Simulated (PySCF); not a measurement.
Level sweep

Formic acid, CH2O2.
SMILES with atom numbers: `[O:1]=[CH:2][OH:3]` (hydrogens: H4 on C2; H5 on O3)

PySCF, dipoles from the SCF density, polarisabilities from static response with core orbitals frozen. Isolated species at its PBE0-D3(BJ)/def2-SVP geometry (one conformer only).

**Question.** Compare the levels for these properties.

**Answer.** 

```csv
level,μ (D),α (au),error (%),anisotropy (au)
LDA/def2-SVPD,1.569,23.43,+4.6,10.43
PBE/def2-SVPD,1.549,23.39,+4.4,10.60
B3LYP/def2-SVPD,1.585,22.36,-0.2,9.87
PBE0/def2-SVPD,1.594,21.98,-1.9,9.64
BHandHLYP/def2-SVPD,1.641,21.07,-5.9,9.04
CAM-B3LYP/def2-SVPD,1.603,22.01,-1.7,9.56
wB97X-D/def2-SVPD,1.617,21.90,-2.2,9.37
LC-wPBE/def2-SVPD,1.609,21.57,-3.7,9.36
HF/def2-SVPD,1.754,19.76,-11.8,8.11
PBE0/6-31G*,1.476,16.05,-28.3,10.95
PBE0/def2-SVP,1.505,16.17,-27.8,10.33
PBE0/6-31+G*,1.527,19.71,-12.0,11.37
PBE0/aug-cc-pVDZ,1.579,22.05,-1.6,10.08
PBE0/def2-TZVP,1.570,19.61,-12.4,10.37
PBE0/def2-TZVPD,1.585,22.35,-0.2,9.79
PBE0/aug-cc-pVTZ,1.585,22.37,-0.1,9.85
```

Reference polarisability: 3.319 Å³ (measured, gas; NIST CCCBDB Release 22 (SRD 101), experimental polarizabilities). Reference polarisability: 3.309 Å³ (computed, CCSD(T)/CBS, static electronic, isotropic average, equilibrium geometry, gas; Hait, Head-Gordon, Phys. Chem. Chem. Phys. 20 (2018) 19800). Errors are taken against the first value of each kind. The anisotropy is √(½[(α1 − α2)² + (α2 − α3)² + (α3 − α1)²]). For the polarisability, the smallest error is 0.1% (PBE0/aug-cc-pVTZ) and the largest 28.3% (PBE0/6-31G*). The dipole runs from 1.48 D (PBE0/6-31G*) to 1.75 D (HF/def2-SVPD). In one basis (def2-SVPD) the functionals order the polarisability from HF (lowest) to LDA (highest), a spread of 19%. With PBE0 the polarisability is 17.28 au without diffuse functions (mean of 6-31G*, def2-SVP and def2-TZVP) and 21.69 au with them (mean of 6-31+G*, def2-SVPD, aug-cc-pVDZ, def2-TZVPD and aug-cc-pVTZ). Measured values can belong to vibrating molecules and may average over conformers; the computed ones are for one fixed geometry.
